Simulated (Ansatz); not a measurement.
A run of Ansatz (development build ahead of 0.2.0) on singlet LiH₂O(+) at this shape:

```csv
atom,x (Å),y (Å),z (Å)
Li,0.0000,0.0000,-1.4887
O,0.0000,0.0000,0.3286
H,0.0000,0.7683,0.9186
H,0.0000,-0.7683,0.9186
```

Its results:

| Item | Value |
| --- | --- |
| Converged | yes |
| Reference energy | -83.35280 hartree |
| Correlation energy | -0.28356 hartree |
| Total energy | -83.63636 hartree |
| Spin squared of the determinant | 0.000 |

(1) Which input gives this output? Name the method, the orbitals and the basis set, and write the input.

Answers

(1) RHF-MP2 in def2-TZVP. An unrestricted run that stays on the closed shell gives the same numbers.

```yaml
crystal:
  periodic: [false, false, false]
  atoms:
    - { symbol: Li, position_ang: [0.0, 0.0, -1.48872] }
    - { symbol: O, position_ang: [0.0, 0.0, 0.32863] }
    - { symbol: H, position_ang: [0.0, 0.76831, 0.91859] }
    - { symbol: H, position_ang: [0.0, -0.76831, 0.91859] }
basis:
  gaussian: { orbitals: def2-TZVP }
total_charge: 1
hamiltonian:
  xc: hf
correlation:
  method: mp2
  frozen_orbitals: { H: 0, Li: 0, O: 1 }
```
